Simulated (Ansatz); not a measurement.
Cartesian coordinates in Å:
```
Al -0.0583 0.2808 1.0844
C 0.1191 -0.3314 -0.7786
Cl -0.6676 0.7958 -1.9279
H -0.7931 1.6386 1.4225
H 0.5666 -0.6442 2.2150
H -0.3318 -1.3153 -0.9323
H 1.1651 -0.4243 -1.0830
```

Total charge 0; spin multiplicity 1.

List the ωB97M-V/def2-TZVPP orbital energies in eV (the Gaussian-basis code of Ansatz). (An estimate is asked.)

The calculation gave: Occupied: -2771.68, -1532.27, -282.41, -262.04, -199.57, -199.35, -199.35, -116.89, -76.58, -76.35, -76.34, -26.25, -21.05, -14.88, -14.65, -13.85, -12.11, -10.93, -10.69, -9.77. Lowest empty: -0.06, 1.62, 2.47, 2.84, 3.89, 3.96, 4.44, 5.32.
